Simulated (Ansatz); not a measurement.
We consider rock-salt MgS, described by B3LYP (VWN-RPA form) in Ansatz (PAW).

Settings: plane-wave cutoff 520 eV, 10×10×10 k mesh, finite displacements, scalar-relativistic PAW data made under PBE.

Computed at the level's own relaxed cell.

Harmonic phonon frequencies (cm⁻¹; i marks an imaginary mode; at Γ without the LO shift):

```csv
q point,frequencies
Γ,…
X,135 135 192 239 239 289
L,160 160 183 183 300 359
```

Problem. Fill in the missing entries.

Solution. 
- Γ, frequencies: 0 0 0 203 203 203

Measured, for comparison: zone-centre TO phonon frequency 240 cm⁻¹ (temperature not stated, not corrected to a static lattice; as tabulated in Chmeruk and Núñez-Valdez (2023), arXiv:2212.11645). Computed (rounded) less measured: zone-centre TO phonon frequency -15 %.

No imaginary mode appears at these points.

Ansatz is a quantum-chemistry and plane-wave program.
